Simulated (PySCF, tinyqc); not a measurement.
Worked calculation: coupled-perturbed Hartree-Fock on RHF in the sto-3g basis, for CH+, spin multiplicity 1. The lowest restricted solution is unstable here: a spin-polarised one lies 0.0083 hartree lower (PySCF). Computed by tinyqc, a small Python program that keeps every step (integrals from PySCF). Settings: charge = 1, multiplicity = 1, basis = sto-3g, method = RHF, energy threshold = 1e-10, iteration cap = 66, orthogonalisation = symmetric, start = atomic densities, DIIS depth = 6. Command: `OMP_NUM_THREADS=1 python tinyqc.py 23567 23568 out.jsonl` (the two numbers bound the seeds that draw the settings). One thread of a shared host (Intel(R) Xeon(R) Processor @ 2.60GHz), about 0.2 s of CPU time with the checks. The early iterations of the SCF are left out here.

## One-electron integrals

Geometry (angstrom):
```
atom         x         y         z
C     0.000000  0.000000  0.000000
H     0.000000  0.000000  1.416000
```

Basis sto-3g: exponents (1/bohr^2) and contraction coefficients of normalised primitives:
```
element  l (shell)   exponent  coefficient
C            s (1)  71.616837     0.154329
C            s (1)  13.045096     0.535328
C            s (1)   3.530512     0.444635
C            s (2)   2.941249    -0.099967
C            s (2)   0.683483     0.399513
C            s (2)   0.222290     0.700115
C            p (3)   2.941249     0.155916
C            p (3)   0.683483     0.607684
C            p (3)   0.222290     0.391957
H            s (1)   3.425251     0.154329
H            s (1)   0.623914     0.535328
H            s (1)   0.168855     0.444635
```

Overlap, kinetic and nuclear-attraction integrals over the contracted functions; the nuclear repulsion is the sum of Za Zb / Rab.

nuclear repulsion = 2.24227632 hartree

overlap S, order 1C 1s, 1C 2s, 1C 2px, 1C 2py, 1C 2pz, 2H 1s:
$$\begin{pmatrix}
1.000000 & 0.248362 & 0.000000 & 0.000000 & 0.000000 & 0.029513 \\
0.248362 & 1.000000 & 0.000000 & 0.000000 & 0.000000 & 0.322207 \\
0.000000 & 0.000000 & 1.000000 & 0.000000 & 0.000000 & 0.000000 \\
0.000000 & 0.000000 & 0.000000 & 1.000000 & 0.000000 & 0.000000 \\
0.000000 & 0.000000 & 0.000000 & 0.000000 & 1.000000 & 0.344126 \\
0.029513 & 0.322207 & 0.000000 & 0.000000 & 0.344126 & 1.000000
\end{pmatrix}$$

kinetic energy T (hartree), order 1C 1s, 1C 2s, 1C 2px, 1C 2py, 1C 2pz, 2H 1s:
$$\begin{pmatrix}
15.891122 & -0.085890 & 0.000000 & 0.000000 & 0.000000 & -0.009011 \\
-0.085890 & 0.472250 & 0.000000 & 0.000000 & 0.000000 & 0.029520 \\
0.000000 & 0.000000 & 1.477728 & 0.000000 & 0.000000 & 0.000000 \\
0.000000 & 0.000000 & 0.000000 & 1.477728 & 0.000000 & 0.000000 \\
0.000000 & 0.000000 & 0.000000 & 0.000000 & 1.477728 & 0.106121 \\
-0.009011 & 0.029520 & 0.000000 & 0.000000 & 0.106121 & 0.760032
\end{pmatrix}$$

nuclear attraction V (hartree), order 1C 1s, 1C 2s, 1C 2px, 1C 2py, 1C 2pz, 2H 1s:
$$\begin{pmatrix}
-34.026454 & -4.285045 & 0.000000 & 0.000000 & -0.010035 & -0.516462 \\
-4.285045 & -5.561296 & 0.000000 & 0.000000 & -0.113025 & -1.399070 \\
0.000000 & 0.000000 & -5.495594 & 0.000000 & 0.000000 & 0.000000 \\
0.000000 & 0.000000 & 0.000000 & -5.495594 & 0.000000 & 0.000000 \\
-0.010035 & -0.113025 & 0.000000 & 0.000000 & -5.567134 & -1.374896 \\
-0.516462 & -1.399070 & 0.000000 & 0.000000 & -1.374896 & -3.455925
\end{pmatrix}$$

core Hamiltonian H = T + V (hartree), order 1C 1s, 1C 2s, 1C 2px, 1C 2py, 1C 2pz, 2H 1s:
$$\begin{pmatrix}
-18.135332 & -4.370935 & 0.000000 & 0.000000 & -0.010035 & -0.525473 \\
-4.370935 & -5.089046 & 0.000000 & 0.000000 & -0.113025 & -1.369550 \\
0.000000 & 0.000000 & -4.017866 & 0.000000 & 0.000000 & 0.000000 \\
0.000000 & 0.000000 & 0.000000 & -4.017866 & 0.000000 & 0.000000 \\
-0.010035 & -0.113025 & 0.000000 & 0.000000 & -4.089406 & -1.268775 \\
-0.525473 & -1.369550 & 0.000000 & 0.000000 & -1.268775 & -2.695893
\end{pmatrix}$$

## Two-electron integrals

Functions are numbered as in S; the eight-fold symmetry (ij|kl) = (ji|kl) = (kl|ij) leaves the list below.

Two-electron integrals (ij|kl) in chemists' order, unique and non-zero (hartree):
```
(11|11) 3.541948   (21|11) 0.576921   (21|21) 0.111888   (22|11) 0.854682
(22|21) 0.205284   (22|22) 0.624709   (31|31) 0.020296   (32|31) 0.030858
(32|32) 0.137996   (33|11) 0.852436   (33|21) 0.205335   (33|22) 0.624568
(33|33) 0.672833   (41|41) 0.020296   (42|41) 0.030858   (42|42) 0.137996
(43|43) 0.036269   (44|11) 0.852436   (44|21) 0.205335   (44|22) 0.624568
(44|33) 0.600295   (44|44) 0.672833   (51|51) 0.020296   (52|51) 0.030858
(52|52) 0.137996   (53|53) 0.036269   (54|54) 0.036269   (55|11) 0.852436
(55|21) 0.205335   (55|22) 0.624568   (55|33) 0.600295   (55|44) 0.600295
(55|55) 0.672833   (61|11) 0.068782   (61|21) 0.013269   (61|22) 0.024343
(61|33) 0.024267   (61|44) 0.024267   (61|51) 0.000768   (61|52) 0.001452
(61|55) 0.024502   (61|61) 0.001606   (62|11) 0.194755   (62|21) 0.047550
(62|22) 0.163273   (62|33) 0.159130   (62|44) 0.159130   (62|51) 0.004468
(62|52) 0.033272   (62|55) 0.171393   (62|61) 0.005884   (62|62) 0.060508
(63|31) 0.004425   (63|32) 0.024531   (63|53) 0.006183   (63|63) 0.006666
(64|41) 0.004425   (64|42) 0.024531   (64|54) 0.006183   (64|64) 0.006666
(65|11) 0.178902   (65|21) 0.044191   (65|22) 0.160889   (65|33) 0.153040
(65|44) 0.153040   (65|51) 0.007938   (65|52) 0.054186   (65|55) 0.176398
(65|61) 0.005671   (65|62) 0.070590   (65|65) 0.087519   (66|11) 0.371391
(66|21) 0.092132   (66|22) 0.361687   (66|33) 0.344073   (66|44) 0.344073
(66|51) 0.009545   (66|52) 0.098706   (66|55) 0.396400   (66|61) 0.011483
(66|62) 0.180886   (66|65) 0.231674   (66|66) 0.774606
```

## Orthogonalisation

S = U s U^T; symmetric (Loewdin) form X = U s^(-1/2) U^T, so that X^T S X = 1.

eigenvalues of S: [0.504512, 0.820303, 1.000000, 1.000000, 1.158911, 1.516274]

X, order 1C 1s, 1C 2s, 1C 2px, 1C 2py, 1C 2pz, 2H 1s:
$$\begin{pmatrix}
1.025063 & -0.135249 & 0.000000 & 0.000000 & -0.006239 & 0.019794 \\
-0.135249 & 1.073691 & 0.000000 & 0.000000 & 0.051364 & -0.193119 \\
0.000000 & 0.000000 & 1.000000 & 0.000000 & 0.000000 & 0.000000 \\
0.000000 & 0.000000 & 0.000000 & 1.000000 & 0.000000 & 0.000000 \\
-0.006239 & 0.051364 & 0.000000 & 0.000000 & 1.053346 & -0.201448 \\
0.019794 & -0.193119 & 0.000000 & 0.000000 & -0.201448 & 1.100903
\end{pmatrix}$$

## Iteration 6 (converged): orbitals

converged F (hartree), order 1C 1s, 1C 2s, 1C 2px, 1C 2py, 1C 2pz, 2H 1s:
$$\begin{pmatrix}
-11.661613 & -3.100584 & 0.000000 & 0.000000 & -0.015645 & -0.378316 \\
-3.100584 & -1.876502 & 0.000000 & 0.000000 & -0.051219 & -0.581050 \\
0.000000 & 0.000000 & -0.259651 & 0.000000 & 0.000000 & 0.000000 \\
0.000000 & 0.000000 & 0.000000 & -0.259651 & 0.000000 & 0.000000 \\
-0.015645 & -0.051219 & 0.000000 & 0.000000 & -0.684788 & -0.528379 \\
-0.378316 & -0.581050 & 0.000000 & 0.000000 & -0.528379 & -0.625569
\end{pmatrix}$$

Diagonalise F' = X^T F X, C = X C', fill 3 alpha and 3 beta electrons from the bottom; D = 2 C_occ C_occ^T. Each column has its largest component positive (the first on a tie).

F' = X^T F X (hartree):
$$\begin{pmatrix}
-11.440367 & -1.530294 & 0.000000 & 0.000000 & -0.030767 & -0.008854 \\
-1.530294 & -1.274952 & 0.000000 & 0.000000 & 0.045396 & -0.276483 \\
0.000000 & 0.000000 & -0.259651 & 0.000000 & 0.000000 & 0.000000 \\
0.000000 & 0.000000 & 0.000000 & -0.259651 & 0.000000 & 0.000000 \\
-0.030767 & 0.045396 & 0.000000 & 0.000000 & -0.558627 & -0.377710 \\
-0.008854 & -0.276483 & 0.000000 & 0.000000 & -0.377710 & -0.375738
\end{pmatrix}$$

orbital energies (hartree): MO1 -11.666012, MO2 -1.159951, MO3 -0.804395, MO4 -0.259651, MO5 -0.259651, MO6 -0.019327

coefficients C, order 1C 1s, 1C 2s, 1C 2px, 1C 2py, 1C 2pz, 2H 1s:
$$\begin{pmatrix}
0.994450 & -0.250572 & 0.103814 & 0.000000 & 0.000000 & 0.083567 \\
0.022008 & 0.906994 & -0.445197 & 0.000000 & 0.000000 & -0.435562 \\
0.000000 & 0.000000 & 0.000000 & 0.188930 & 0.981991 & 0.000000 \\
0.000000 & 0.000000 & 0.000000 & 0.981991 & -0.188930 & 0.000000 \\
0.002843 & 0.151268 & 0.729778 & 0.000000 & 0.000000 & -0.772871 \\
-0.004168 & 0.227089 & 0.431160 & 0.000000 & 0.000000 & 1.026046
\end{pmatrix}$$

D after iteration 6, order 1C 1s, 1C 2s, 1C 2px, 1C 2py, 1C 2pz, 2H 1s:
$$\begin{pmatrix}
2.124989 & -0.503198 & 0.000000 & 0.000000 & 0.081369 & -0.032574 \\
-0.503198 & 2.042646 & 0.000000 & 0.000000 & -0.375266 & 0.027852 \\
0.000000 & 0.000000 & 0.000000 & 0.000000 & 0.000000 & 0.000000 \\
0.000000 & 0.000000 & 0.000000 & 0.000000 & 0.000000 & 0.000000 \\
0.081369 & -0.375266 & 0.000000 & 0.000000 & 1.110932 & 0.697980 \\
-0.032574 & 0.027852 & 0.000000 & 0.000000 & 0.697980 & 0.474971
\end{pmatrix}$$

Within a degenerate level the vectors are fixed only up to a rotation; this is one choice.

## Convergence

Stop when the energy changes by less than 1e-10 hartree and every element of the error matrix X^T (F D S - S D F) X is below 3e-06.

Course of the cycle:
```
iteration   E (hartree)     change  largest element of the error matrix
1          -33.73375318          -                             3.55e-01
2          -37.43086631  -3.70e+00                             3.05e-02
3          -37.43161202  -7.46e-04                             6.06e-03
4          -37.43165556  -4.35e-05                             1.17e-03
5          -37.43165718  -1.62e-06                             1.85e-06
6          -37.43165718  -2.67e-12                             2.15e-07
```

PySCF RHF in the same basis = -37.43165718 hartree

Converged in 6 iterations.

## Integrals over molecular orbitals

(pq|rs) = sum C_ip C_jq C_kr C_ls (ij|kl), one index at a time.

one-electron integrals over orbitals h = C^T H C (hartree):
$$\begin{pmatrix}
-18.123891 & 0.376815 & -0.148159 & 0.000000 & 0.000000 & -0.120014 \\
0.376815 & -4.192743 & 0.200837 & 0.000000 & 0.000000 & 0.528217 \\
-0.148159 & 0.200837 & -3.726942 & 0.000000 & 0.000000 & 0.607871 \\
0.000000 & 0.000000 & 0.000000 & -4.017866 & 0.000000 & 0.000000 \\
0.000000 & 0.000000 & 0.000000 & 0.000000 & -4.017866 & 0.000000 \\
-0.120014 & 0.528217 & 0.607871 & 0.000000 & 0.000000 & -2.983308
\end{pmatrix}$$

Two-electron integrals over orbitals (pq|rs), unique and non-zero (hartree):
```
(11|11) 3.513768    (21|11) -0.330346   (21|21) 0.049671    (22|11) 0.786114
(22|21) -0.011768   (22|22) 0.579198    (31|11) 0.134850    (31|21) -0.017547
(31|22) 0.013707    (31|31) 0.020199    (32|11) -0.095844   (32|21) 0.007864
(32|22) 0.016184    (32|31) 0.014115    (32|32) 0.109232    (33|11) 0.720877
(33|21) -0.010293   (33|22) 0.520135    (33|31) -0.006241   (33|32) -0.042880
(33|33) 0.569955    (41|41) 0.021448    (42|41) 0.026403    (42|42) 0.111970
(43|41) -0.010622   (43|42) -0.037078   (43|43) 0.040142    (44|11) 0.852068
(44|21) -0.010238   (44|22) 0.578767    (44|31) 0.003995    (44|32) -0.052737
(44|33) 0.535052    (44|44) 0.672833    (51|51) 0.021448    (52|51) 0.026403
(52|52) 0.111970    (53|51) -0.010622   (53|52) -0.037078   (53|53) 0.040142
(54|54) 0.036269    (55|11) 0.852068    (55|21) -0.010238   (55|22) 0.578767
(55|31) 0.003995    (55|32) -0.052737   (55|33) 0.535052    (55|44) 0.600295
(55|55) 0.672833    (61|11) 0.109080    (61|21) -0.018924   (61|22) -0.003305
(61|31) -0.004974   (61|32) -0.016356   (61|33) 0.011766    (61|44) 0.003075
(61|55) 0.003075    (61|61) 0.016939    (62|11) -0.176132   (62|21) 0.003005
(62|22) -0.083228   (62|31) -0.013469   (62|32) -0.003404   (62|33) -0.015973
(62|44) -0.093160   (62|55) -0.093160   (62|61) 0.008832    (62|62) 0.081873
(63|11) -0.208817   (63|21) 0.004625    (63|22) -0.062615   (63|31) 0.002983
(63|32) 0.079704    (63|33) -0.073386   (63|44) -0.110303   (63|55) -0.110303
(63|61) -0.005589   (63|62) 0.063911    (63|63) 0.133366    (64|41) -0.007903
(64|42) -0.032697   (64|43) -0.005728   (64|64) 0.021784    (65|51) -0.007903
(65|52) -0.032697   (65|53) -0.005728   (65|65) 0.021784    (66|11) 0.598851
(66|21) -0.004663   (66|22) 0.507460    (66|31) 0.012560    (66|32) 0.088384
(66|33) 0.491769    (66|44) 0.449505    (66|55) 0.449505    (66|61) -0.007436
(66|62) 0.006937    (66|63) 0.069008    (66|66) 0.627548
```

## Response to a field: uncoupled start

dipole integrals <a|z|i> (bohr), order a4, a5, a6:
$$\begin{pmatrix}
0.000000 & 0.000000 & 0.000000 \\
0.000000 & 0.000000 & 0.000000 \\
-0.063167 & 0.345806 & 1.208515
\end{pmatrix}$$

Field along z; U_ai = -mu_ai / (e_a - e_i), alpha = -4 sum U_ai mu_ai.

uncoupled U, order a4, a5, a6:
$$\begin{pmatrix}
0.000000 & 0.000000 & 0.000000 \\
0.000000 & 0.000000 & 0.000000 \\
0.005424 & -0.303173 & -1.539376
\end{pmatrix}$$

uncoupled polarisability = 7.862161 bohr^3

## Coupled step 1

U_ai = -(mu_ai + sum_bj [4 (ai|bj) - (ab|ij) - (aj|bi)] U_bj) / (e_a - e_i); alpha = -4 sum U_ai mu_ai.

U after step 1, order a4, a5, a6:
$$\begin{pmatrix}
0.000000 & 0.000000 & 0.000000 \\
0.000000 & 0.000000 & 0.000000 \\
0.002614 & -0.233437 & -1.679015
\end{pmatrix}$$

polarisability = 8.440013 bohr^3

## Coupled step 2

As before.

U after step 2, order a4, a5, a6:
$$\begin{pmatrix}
0.000000 & 0.000000 & 0.000000 \\
0.000000 & 0.000000 & 0.000000 \\
0.001943 & -0.204700 & -1.704606
\end{pmatrix}$$

polarisability = 8.523801 bohr^3

## Coupled polarisability

Repeat until U stops changing; compare with -d2E/dF2.

Course of the coupled iterations:
```
step  alpha (bohr^3)
0           7.862161
1           8.440013
2           8.523801
3           8.544254
4           8.550099
5           8.551822
6           8.552333
7           8.552484
8           8.552529
9           8.552542
10          8.552546
11          8.552548
12          8.552548
13          8.552548
14          8.552548
15          8.552548
```

coupled polarisability = 8.552548 bohr^3

finite-field check, fields of +/-0.001 au = 8.552552 bohr^3
